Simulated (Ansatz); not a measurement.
# ClH2NSi: two geometries relaxed

Aim: relax the geometries before and after the inversion of the pyramid at N1, and see whether they are two minima and how far apart in energy. SMILES of the start: N[Si]Cl.

Program: Ansatz 0.2.0. Level of theory: RKS r2SCAN-D4/6-31G*. These are calculated values, not measurements.

## 1. Starting point

Bond lengths: N1–Si2 1.654 Å, Si2–Cl3 2.052 Å, N1–H4 0.991 Å, N1–H5 1.013 Å. Angles: N1–Si2–Cl3 105.1°, Si2–N1–H4 111.1°, Si2–N1–H5 114.3°, H4–N1–H5 101.5°.

Coordinates:

```xyz
5

N     0.0248    0.8338   -0.1203
Si    0.4143   -0.2076    1.1048
Cl    0.0262   -2.0790    0.3588
H    -0.9226    0.7276   -0.3919
H     0.5071    0.6516   -0.9928
```

## 2. End point A

The input, input.yaml:

```yaml
crystal:
  periodic: [false, false, false]
  atoms:
    - { symbol: "N", position_ang: [0.0248, 0.8338, -0.1203] }
    - { symbol: Si, position_ang: [0.4143, -0.2076, 1.1048] }
    - { symbol: Cl, position_ang: [0.0262, -2.079, 0.3588] }
    - { symbol: H, position_ang: [-0.9226, 0.7276, -0.3919] }
    - { symbol: H, position_ang: [0.5071, 0.6516, -0.9928] }
basis:
  gaussian: { orbitals: "6-31G*" }
hamiltonian:
  xc: r2scan
  dispersion: d4
relax:
  f_tol: 0.015
  max_steps: 40
output:
  orbitals: {}
```

Run with:

```
$ ansatz run input.yaml --threads 1 --pin off --max-ram 2048MiB --backend cpu --events-out ev --progress --plain --runs-dir out
```

Output, cut to the lines that bear on the results:

```text
Warning: RAYON_NUM_THREADS=1 ignored (pool sized by the plan → 1); use --threads N
[...]
Functional definition: r2SCAN
[...]
697 factors; their error is unknown
[...]
mean field -21919.60584623 eV, -805.5306572065 hartree, gradient 3.3e-5 eV, S^2 0.000000; 0 other end points of the search recorded, 0 dependent functions left out
[...]
reference -21919.60585353 eV, -805.5306574747 hartree; 20, 20 occupied and 37, 37 virtual orbitals, 697 factors
relax step   1: F+E_penalty+E_count = -21919.62862213 eV  Δ(F+E_penalty+E_count) = +0.000e0 eV  max|allowed force component| = 3.143e0 eV/Å  Δτ_max = 0.0000 Å  (27 SCF iters, accepted)
[...]
relax step   3: F+E_penalty+E_count = -21919.94121097 eV  Δ(F+E_penalty+E_count) = -7.059e-2 eV  max|allowed force component| = 6.331e-1 eV/Å  Δτ_max = 0.1289 Å  (29 SCF iters, accepted)
[...]
relax step   5: F+E_penalty+E_count = -21920.24628363 eV  Δ(F+E_penalty+E_count) = -2.089e-1 eV  max|allowed force component| = 2.063e0 eV/Å  Δτ_max = 0.1959 Å  (35 SCF iters, accepted)
[...]
relax step   7: F+E_penalty+E_count = -21920.70677130 eV  Δ(F+E_penalty+E_count) = -2.273e-1 eV  max|allowed force component| = 5.178e-1 eV/Å  Δτ_max = 0.2000 Å  (35 SCF iters, accepted)
[...]
relax step   9: F+E_penalty+E_count = -21920.75487798 eV  Δ(F+E_penalty+E_count) = -3.469e-3 eV  max|allowed force component| = 4.314e-2 eV/Å  Δτ_max = 0.0247 Å  (29 SCF iters, accepted)
[...]
relax step  10: F+E_penalty+E_count = -21920.75505772 eV  Δ(F+E_penalty+E_count) = -1.797e-4 eV  max|allowed force component| = 2.706e-2 eV/Å  Δτ_max = 0.0127 Å  (29 SCF iters, accepted)
[...]
relax step  11: F+E_penalty+E_count = -21920.75535019 eV  Δ(F+E_penalty+E_count) = -2.925e-4 eV  max|allowed force component| = 6.774e-3 eV/Å  Δτ_max = 0.0096 Å  (29 SCF iters, accepted)
697 factors; their error is unknown
[...]
mean field -21920.73276902 eV, -805.5720708552 hartree, gradient 1.3e-5 eV, S^2 0.000000; 1 other end points of the search recorded, 0 dependent functions left out
[...]
reference -21920.73277646 eV, -805.5720711286 hartree; 20, 20 occupied and 37, 37 virtual orbitals, 697 factors
Total energy: -21920.75535764 eV, -805.5729009714 hartree
Atom 0 at    -0.147362     0.585079    -0.235087 Å, force    -0.001970     0.002437     0.006430 eV/Å
Atom 1 at    -0.131683    -0.344384     1.207312 Å, force     0.002641    -0.004338    -0.006722 eV/Å
Atom 2 at     0.653804    -2.136330     0.375255 Å, force    -0.002909     0.006731     0.003721 eV/Å
Atom 3 at    -0.475821     1.545733    -0.232728 Å, force    -0.000233    -0.000944     0.003346 eV/Å
Atom 4 at     0.150862     0.276303    -1.156151 Å, force     0.002472    -0.003885    -0.006774 eV/Å
Dipole moment:    -0.138267     0.597776    -0.314039 e Å
```

It took 11 s on 1 thread of AMD EPYC 9R45 (Zen 5), shared host; peak memory 0.15 GiB.

Step by step:

| step | energy from step 1 (eV) | largest force component (eV/Å) |
| --- | --- | --- |
| 1 | 0.0000 | 3.1431 |
| 2 | -0.2420 | 1.2411 |
| 3 | -0.3126 | 0.6331 |
| 4 | -0.4088 | 1.7703 |
| 5 | -0.6177 | 2.0635 |
| 6 | -0.8509 | 1.9320 |
| 7 | -1.0781 | 0.5178 |
| 8 | -1.1228 | 0.3620 |
| 9 | -1.1263 | 0.0431 |
| 10 | -1.1264 | 0.0271 |
| 11 | -1.1267 | 0.0068 |

Step 1 is the start.

After: Bond lengths: N1–Si2 1.716 Å, Si2–Cl3 2.126 Å, N1–H4 1.015 Å, N1–H5 1.016 Å. Angles: N1–Si2–Cl3 97.5°, Si2–N1–H4 120.9°, Si2–N1–H5 126.5°, H4–N1–H5 112.6°.

## 3. End point B

The second end starts from a geometry with the move made by hand.

input.yaml: that of step 2 with these lines changed.

```diff
@@ -6,4 +6,4 @@
     - { symbol: Cl, position_ang: [0.0262, -2.079, 0.3588] }
-    - { symbol: H, position_ang: [-0.9226, 0.7276, -0.3919] }
-    - { symbol: H, position_ang: [0.5071, 0.6516, -0.9928] }
+    - { symbol: H, position_ang: [-0.63931, 1.50585, 0.17958] }
+    - { symbol: H, position_ang: [0.78901, 1.42604, -0.42411] }
 basis:
```

Run with:

```
$ ansatz run input.yaml --threads 1 --pin off --max-ram 2048MiB --backend cpu --events-out ev --progress --plain --runs-dir out
```

Output, cut to the lines that bear on the results:

```text
Warning: RAYON_NUM_THREADS=1 ignored (pool sized by the plan → 1); use --threads N
[...]
[... 1 set-up line as earlier in the session ...]
[...]
697 factors; their error is unknown
[...]
mean field -21919.55691526 eV, -805.5288590264 hartree, gradient 3.7e-5 eV, S^2 0.000000; 0 other end points of the search recorded, 0 dependent functions left out
[...]
reference -21919.55692261 eV, -805.5288592967 hartree; 20, 20 occupied and 37, 37 virtual orbitals, 697 factors
relax step   1: F+E_penalty+E_count = -21919.57943596 eV  Δ(F+E_penalty+E_count) = +0.000e0 eV  max|allowed force component| = 2.980e0 eV/Å  Δτ_max = 0.0000 Å  (27 SCF iters, accepted)
[...]
relax step   4: F+E_penalty+E_count = -21920.18642680 eV  Δ(F+E_penalty+E_count) = -2.351e-1 eV  max|allowed force component| = 1.925e0 eV/Å  Δτ_max = 0.1954 Å  (34 SCF iters, accepted)
[...]
relax step  13: F+E_penalty+E_count = -21920.75536098 eV  Δ(F+E_penalty+E_count) = -3.790e-5 eV  max|allowed force component| = 1.497e-3 eV/Å  Δτ_max = 0.0024 Å  (24 SCF iters, accepted)
697 factors; their error is unknown
mean field -21920.73277958 eV, -805.5720712432 hartree, gradient 1.5e-5 eV, S^2 0.000000; 1 other end points of the search recorded, 0 dependent functions left out
[...]
reference -21920.73278696 eV, -805.5720715145 hartree; 20, 20 occupied and 37, 37 virtual orbitals, 697 factors
Total energy: -21920.75536836 eV, -805.5729013656 hartree
Atom 0 at     0.039619     0.943975     0.125438 Å, force     0.000514    -0.000224    -0.001497 eV/Å
Atom 1 at    -0.238392    -0.292439     1.282209 Å, force    -0.000508    -0.000488     0.001248 eV/Å
Atom 2 at     0.574591    -1.907666     0.165170 Å, force     0.000156    -0.000197    -0.000084 eV/Å
Atom 3 at    -0.231159     1.904059     0.314172 Å, force     0.000200     0.000009    -0.000050 eV/Å
Atom 4 at     0.470341     0.831161    -0.788220 Å, force    -0.000361     0.000901     0.000383 eV/Å
Dipole moment:    -0.050018     0.664076    -0.176019 e Å
```

Run time: 12 s. Hardware: 1 thread of AMD EPYC 9R45 (Zen 5), shared host; peak memory 0.15 GiB.

The steps of the relaxation:

| step | energy from step 1 (eV) | largest force component (eV/Å) |
| --- | --- | --- |
| 1 | 0.0000 | 2.9801 |
| 2 | -0.2121 | 1.2577 |
| 3 | -0.3719 | 1.5237 |
| 4 | -0.6070 | 1.9250 |
| 5 | -0.9837 | 1.0866 |
| 6 | -1.0785 | 1.8689 |
| 7 | -1.1087 | 0.8614 |
| 8 | -1.1453 | 0.8877 |
| 9 | -1.1699 | 0.4750 |
| 10 | -1.1746 | 0.1592 |
| 11 | -1.1759 | 0.0215 |
| 12x | -1.1758 | 0.0155 |
| 13 | -1.1759 | 0.0015 |

Step 1 is the start. 1 step was tried and not accepted (marked x).

After: Bond lengths: N1–Si2 1.716 Å, Si2–Cl3 2.125 Å, N1–H4 1.015 Å, N1–H5 1.016 Å. Angles: N1–Si2–Cl3 97.5°, Si2–N1–H4 120.9°, Si2–N1–H5 126.5°, H4–N1–H5 112.7°.

## 4. What came out

| quantity | value |
| --- | --- |
| end A | 10 moves, 1.127 eV lower |
| end B | 11 moves, 1.176 eV lower |
| largest difference between the ends | 0.00 Å |
| end B relative to end A | -0.000 eV |

In words: Both starts fell into the same minimum (no atom differs by more than 0.00 Å), so from this start no second minimum was found and no band was run; another arrangement could still be one.
